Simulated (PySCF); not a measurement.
# SiH4: one-bond stretch

These are results of PBE in PySCF with Si def2-TZVP, H def2-TZVP; no relativity; density-fitted integrals, not measurements.

Rigid scan from the singlet minimum (Si–H 1.493 Å (×4); H–Si–H 109.5° (×6)). Coordinate: the bond from Si to the last atom (H) scaled, the rest fixed. Energies in kJ/mol from the minimum.

Problem. Predict the curve at 0.92, 0.96, 1.00, 1.05, 1.12, 1.20, 1.35, 1.55, 1.80, 2.20.

Solution. 
```tsv
scale of one bond	E (kJ/mol)	dipole size (D)
0.92	14.1	0.14
0.96	3.2	0.07
1.00	0.0	0.00
1.05	4.1	0.09
1.12	20.6	0.23
1.20	48.8	0.40
1.35	113.9	0.72
1.55	202.6	–
1.80	297.4	–
2.20	402.2	–
```

At long bonds a restricted determinant can lie too high, and another spin state can fall below this curve.

Other isomers or separated fragments may lie lower.
